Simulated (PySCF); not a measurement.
All of these have the formula C6H8. Level of theory: TDDFT B3LYP/def2-SVPD, vertical, gas phase, core orbitals frozen in the response (PySCF). Geometries: GFN2-xTB; one conformer of each isolated species. Triplets are in the Tamm–Dancoff approximation.

A. `C1=CCC=CC1`
B. `C=C[C@@H]1CC1=C`
C. `C(/C)=C/CC#C`

Lowest singlet levels (six at most, fewer where fewer were computed) with oscillator strengths:

1. 222 nm (f 0.024); 189 nm (f 0.165); 186 nm (f 0.011); 185 nm (f 0.062); 181 nm (f 0.383); 175 nm (f 0.113); T1 4.34 eV
2. 192 nm (f 0.001); 190 nm (f 0.083); 187 nm (f 0.024); 184 nm (f 0.001); 176 nm (f 0.113); 173 nm (f 0.016); T1 4.52 eV
3. 215 nm (f 0.000); 201 nm (f 0.002); 192 nm (f 0.016); 182 nm (f 0.000); 182 nm (f 0.000); 174 nm (f 0.000); T1 4.38 eV

Question: Match each spectrum to its molecule.

Answer: 1 = B, 2 = C, 3 = A.
- A: S1 at 5.76 eV, HOMO→LUMO (97%); Löwdin shares by element: HOMO carbon 62% or more (atoms not listed hold the other 38%); LUMO carbon 71% or more (atoms not listed hold the other 29%); HOMO -6.50 and LUMO 0.12 eV; point group D2h, 4 of its 6 listed states under f = 0.0005.
- B: S1 at 5.59 eV, HOMO→LUMO (85%), HOMO→LUMO+1 (10%); Löwdin shares by element: HOMO carbon 77% or more (atoms not listed hold the other 23%); LUMO carbon 62% or more (atoms not listed hold the other 38%); HOMO -6.83 and LUMO -0.32 eV.
- C: S1 at 6.46 eV, HOMO-1→LUMO (79%), HOMO-1→LUMO+5 (9%); Löwdin shares by element: HOMO carbon 78% or more (atoms not listed hold the other 22%); LUMO carbon 66% or more (atoms not listed hold the other 34%); HOMO -7.01 and LUMO 0.12 eV.
